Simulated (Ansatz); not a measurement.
The same path of AlFH₄S (7 atoms, charge 0, multiplicity 1) was run twice with different band settings. Lost on the way: H5–S6.

All numbers below come from Ansatz, UKS B3LYP/def2-SVP.

Relaxed end points:

```xyz
7
Properties=species:S:1:pos:R:3
Al -0.829 -0.708 0.272
F -1.711 0.656 -0.183
H -0.734 -1.863 -0.809
H -0.649 -0.927 1.831
H 1.168 0.915 -1.390
S 1.512 0.388 -0.190
H 1.243 1.540 0.469
```

```xyz
7
Properties=species:S:1:pos:R:3
Al -0.394 -0.756 0.217
F -1.157 0.770 -0.762
H -0.642 -2.024 -0.685
H -0.802 -0.569 1.729
H -0.164 1.052 -0.875
S 1.543 0.401 -0.383
H 1.616 1.127 0.759
```

Common settings: movable images 7; climbing image yes; spring 5.0 eV/Å²; optimiser quadratic models (default); force threshold 0.03 eV/Å; iteration limit 60; end points relaxed.

| run | start path |
| --- | --- |
| 1 | through a guess of the saddle point |
| 2 | straight line |

Question: What does each run give, and how far can it be trusted?

Answer: Run 1: converged after 16 iterations, highest image 0.633 eV above the first end. The highest image is an end point: on this band no image between the ends rises above it.
Run 2: converged after 9 iterations, highest image 0.633 eV above the first end. The highest image is an end point: on this band no image between the ends rises above it.
The orbitals stay closed-shell, which can raise the energy where a bond breaks towards radicals; this wasn't checked here.
